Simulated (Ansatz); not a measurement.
# CH4BF: taking an electron away

Aim: the vertical ionisation energy of CH4BF, as cation minus neutral at the neutral's geometry, on several levels, and how well −ε(HOMO) stands in for it.

Method: unrestricted cation, the program's frozen cores in correlated methods; program: Ansatz 0.2.0, Gaussian basis.

Levels to be run: UKS PBE-D4/def2-TZVPP; UKS r2SCAN-D4/def2-TZVPP; UKS PBE0-D4/def2-TZVPP; UKS B3LYP-D4/def2-TZVPP; UKS wB97X-V/def2-TZVPP; UKS wB97M-V/def2-TZVPP; UKS B2PLYP/def2-TZVPP; UHF-CCSD(T)/def2-TZVPP; UHF-CCSD(T)/def2-QZVPP; extrapolation to the limit; then −ε(HOMO) from the neutral's earlier runs with LDA (SPW92), PBE-D4, revPBE-D4, BLYP-D4, r2SCAN-D4, B97M-V, PBE0-D4, B3LYP-D4, r2SCANh-D4, r2SCAN0-D4, HSE06-D4, BHLYP-D4, CAM-B3LYP-D4, LC-ωPBE, ωB97X-V, ωB97M-V.

## (1) Structure used throughout

An earlier PBE0-D4 in a triple-zeta def2 set relaxation fixed the geometry.

7 atoms, charge 0, spin multiplicity 1.

Atoms are counted from 1 here; the program's logs count them from 0.

Bond lengths: C1–B2 1.553 Å, C1–H4 1.091 Å, C1–H5 1.096 Å, C1–H6 1.096 Å, B2–F3 1.326 Å, B2–H7 1.202 Å. Angles: B2–C1–H4 114.0°, B2–C1–H5 109.6°, B2–C1–H6 109.7°, H4–C1–H5 109.0°, H4–C1–H6 109.0°, H5–C1–H6 105.1°, C1–B2–F3 120.6°, C1–B2–H7 123.5°, F3–B2–H7 116.0°.

Geometry (Å):

```mol
CH4BF
  3D, bonds by distance, orders not assigned

  7  6  0  0  0  0  0  0  0  0999 V2000
   -0.5636    0.3316   -0.1770 C   0  0
    0.7302   -0.4332    0.2140 B   0  0
    1.0178   -1.6016   -0.3444 F   0  0
   -1.1753   -0.1818   -0.9204 H   0  0
   -0.3026    1.3266   -0.5555 H   0  0
   -1.1686    0.5160    0.7181 H   0  0
    1.5233   -0.0256    1.0196 H   0  0
  1  2  8  0
  2  3  8  0
  1  4  8  0
  1  5  8  0
  1  6  8  0
  2  7  8  0
M  END
```

## (2) Cation, UKS PBE-D4/def2-TZVPP

Input file in.yaml:

```yaml
crystal:
  periodic: [false, false, false]
  atoms:
    - {symbol: C, position_ang: [-0.563616, 0.331581, -0.177025]}
    - {symbol: B, position_ang: [0.730182, -0.433208, 0.213996]}
    - {symbol: F, position_ang: [1.017763, -1.601568, -0.344417]}
    - {symbol: H, position_ang: [-1.175269, -0.181815, -0.920384]}
    - {symbol: H, position_ang: [-0.302579, 1.326637, -0.555530]}
    - {symbol: H, position_ang: [-1.168630, 0.516023, 0.718077]}
    - {symbol: H, position_ang: [1.523348, -0.025551, 1.019581]}
basis:
  gaussian: {orbitals: def2-TZVPP}
total_charge: 1
magnetization: {spin_polarized: true, initial_magnetization: 1}
hamiltonian: {xc: pbe, dispersion: d4}
```

On the command line:

```sh
> ansatz run in.yaml --threads 2 --pin off --events-out ev --progress --plain --max-ram 32768MiB --backend cpu
```

After this run come: Cation, UKS r2SCAN-D4/def2-TZVPP; Cation, UKS PBE0-D4/def2-TZVPP; Cation, UKS B3LYP-D4/def2-TZVPP; Cation, UKS wB97X-V/def2-TZVPP; Cation, UKS wB97M-V/def2-TZVPP; Cation, UKS B2PLYP (frozen core)/def2-TZVPP; Cation, UHF-CCSD(T)/def2-TZVPP; Cation, UHF-CCSD(T)/def2-QZVPP.

**Question.** What will the summary of the whole plan be? Wanted: ionisation energy, CCSD(T)/CBS; nearest functional by difference; nearest −ε(HOMO); −ε(HOMO) of PBE; T1 of the cation.

**Answer**, as computed:

| quantity | value |
| --- | --- |
| ionisation energy, CCSD(T)/CBS | 12.05 eV |
| nearest functional by difference | ωB97X-V (-0.29 eV) |
| nearest −ε(HOMO) | LC-ωPBE (-0.24 eV) |
| −ε(HOMO) of PBE | 7.41 eV |
| T1 of the cation | 0.031 |

**Reading.** By cation minus neutral, the functionals miss by 0.80 eV at most. −ε(HOMO) of PBE misses by 4.6 eV, since self-interaction lifts the level. Among orbital estimates LC-ωPBE comes nearest. Hartree-Fock falls 0.63 eV short, as the neutral has more correlation energy than the cation. The cation's T1 (from the report) is 0.031, near the customary mark of 0.045 for open shells, so the coupled-cluster value is less safe.
